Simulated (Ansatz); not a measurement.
# CH₆AlCl (built from SMILES Cl.[CH3][AlH2]): search for a transition state

Wanted: the transition state of a four-centre ligand exchange (form Al1–Cl6, C2–H5 and break Al1–C2, H5–Cl6). The guess is relaxed with those distances held, a saddle search follows, and vibrations and two downhill relaxations check it.

Method: PBE0-D4, def2-SVP first, then def2-TZVP; program: Ansatz 0.2.0, Gaussian basis.

152 further runs of the same task are left out: 152 set aside as unsound or not needed.

### Step 1. The starting structure

The guess: 9 atoms, charge 0, spin multiplicity 1.

Atoms are counted from 1 here; the program's logs count them from 0.

Bond lengths: Al1–C2 2.292 Å, Al1–H3 1.538 Å, Al1–H4 1.537 Å, Al1–H5 1.914 Å, Al1–Cl6 2.600 Å, C2–H7 1.095 Å, C2–H8 1.087 Å, C2–H9 1.096 Å. Angles: C2–Al1–H3 110.6°, C2–Al1–H4 114.7°, C2–Al1–H5 37.3°, C2–Al1–Cl6 80.0°, H3–Al1–H4 117.6°, H3–Al1–H5 120.9°, H3–Al1–Cl6 115.7°, H4–Al1–H5 121.3°, H4–Al1–Cl6 112.5°, H5–Al1–Cl6 42.7°, Al1–C2–H7 87.7°, Al1–C2–H8 156.7°, Al1–C2–H9 82.4°, H7–C2–H8 107.9°, H7–C2–H9 109.0°, H8–C2–H9 107.6°.

Coordinates:

```
Al   -1.1386    0.4121   -0.0739
C     1.1121   -0.0206   -0.0666
H    -1.6500    0.5964   -1.5123
H    -1.6000    1.4310    0.9809
H     0.1504   -0.9393    0.3466
Cl   -1.1515   -2.0271    0.8248
H     1.1095    0.1785   -1.1434
H     2.0230   -0.5638    0.1705
H     1.1452    0.9327    0.4733
```

Distances that are to change: Al1–Cl6 2.60 Å, C2–H5 1.39 Å, Al1–C2 2.29 Å, H5–Cl6 1.76 Å.

### Step 2. Relaxing the guess with the reacting distances held

hold/in.yaml reads:

```yaml
crystal:
  periodic: [false, false, false]
  atoms:
    - {symbol: Al, position_ang: [-1.138600, 0.412100, -0.073900]}
    - {symbol: C, position_ang: [1.112100, -0.020600, -0.066600]}
    - {symbol: H, position_ang: [-1.650000, 0.596400, -1.512300]}
    - {symbol: H, position_ang: [-1.600000, 1.431000, 0.980900]}
    - {symbol: H, position_ang: [0.150400, -0.939300, 0.346600]}
    - {symbol: Cl, position_ang: [-1.151500, -2.027100, 0.824800]}
    - {symbol: H, position_ang: [1.109500, 0.178500, -1.143400]}
    - {symbol: H, position_ang: [2.023000, -0.563800, 0.170500]}
    - {symbol: H, position_ang: [1.145200, 0.932700, 0.473300]}
basis:
  gaussian: {orbitals: def2-SVP}
hamiltonian: {xc: pbe0, dispersion: d4}
relax: {f_tol: 0.08, max_steps: 120, escape_saddle: false, constraints: [{distance: [0, 5]}, {distance: [1, 4]}, {distance: [0, 1]}, {distance: [4, 5]}]}
```

Run with:

```bash
$ ansatz run in.yaml --threads 2 --pin off --events-out ev --progress --plain --max-ram 4352MiB
```

After this run come: A starting Hessian; Saddle search in the small basis; Saddle search in triple zeta; Vibrations at the point found; Relaxing after a step of 0.30 Å one way along the mode; Relaxing after a step of 0.30 Å the other way along the mode.

Before running it: what results should come out? Wanted: imaginary mode; barrier from the start side; barrier from the end side; energy of the step; pairs that change; zero-point energy at the saddle.

As calculated:

| quantity | value |
| --- | --- |
| imaginary mode | 486i cm⁻¹ |
| barrier from the start side | 3.9 kcal/mol |
| barrier from the end side | 42.2 kcal/mol |
| energy of the step | -38.3 kcal/mol |
| pairs that change | Al1–Cl6 tightened, C2–H5 formed, Al1–C2 broken, H5–Cl6 broken |
| zero-point energy at the saddle | 1.530 eV |

**Reading.** The point has a single imaginary mode (486i cm⁻¹), as a transition state must. The two relaxations end on the structures that were planned. At PBE0-D4/def2-TZVP the electronic barrier is 3.9 kcal/mol, about 7 kT at 298 K, and the step runs 38.3 kcal/mol downhill. A step off the saddle overshot and began above it in energy, so the link to its end is likely but not proven.
